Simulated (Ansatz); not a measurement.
# Reading a saddle point

A first-order saddle point of Si₂H₈S, singlet, PBE0-D4/def2-TZVP, with one imaginary mode of 1085i cm⁻¹:

Si1  (-0.868, -0.348, 0.726)
S2  (1.264, 0.104, 2.014)
H3  (-1.828, -0.438, -0.450)
H4  (-0.772, -1.767, 1.133)
H5  (-1.501, 0.677, 1.583)
H6  (0.676, 0.311, 0.330)
Si7  (0.252, 0.538, -1.408)
H8  (1.856, -1.036, 1.620)
H9  (-0.763, 1.575, -1.710)
H10  (1.622, 1.078, -1.630)
H11  (0.063, -0.695, -2.209)
(Å)

Ansatz 0.2.0; basis: def2-TZVPP and def2-QZVPP; cores frozen in the correlated methods. Extrapolation: Hartree–Fock as exp(−7.88 √X), correlation as X^−2.97.

Task: Which contacts change along the imaginary mode, and what lies on either side? (A judgement: the text doesn't fix the answer.)

Result: The calculation gives: The step is SiH₄S ([SiH3][SH]) + SiH₄ → Si₂H₆ ([SiH3][SiH3]) + H₂S, with the molecules in contact on both sides. Shortening one way: Si1–Si7, S2–H6; lengthening the same way: Si1–S2, H6–Si7.
```
   pair  one side (Å)  saddle (Å)  other side (Å)
Si1–Si7          4.03        2.57            2.34
  S2–H6          3.87        1.80            1.34
 Si1–S2          2.14        2.53            3.84
 H6–Si7          1.48        1.80            4.02
```

Task: Which side is lower, and how far does the saddle lie above each? (Judge from chemistry; the value comes from the calculation.)

Result: By the calculation: The side with Si1–S2, H6–Si7 short is lower by 52.7 kJ/mol; the saddle lies 269.4 kJ/mol above it and 216.7 kJ/mol above the other (CCSD(T) at an estimated basis limit (MP2 extrapolated from triple and quadruple zeta, plus CCSD(T) − MP2 in triple zeta); electronic energies).

T1 diagnostic: at most 0.015.

Labels in which every atom is bracketed show which atoms are joined, not bond orders.

For scale, one of the runs: CCSD(T)/def2-TZVPP, 238 basis functions, launched by `ansatz run in.yaml --threads 4 --pin off --events-out ev --progress --plain --max-ram 9574MiB`. Hardware: 4 CPU threads of an Arm Neoverse V2, shared host. Wall time 51 s; peak host memory 3.9 GiB.
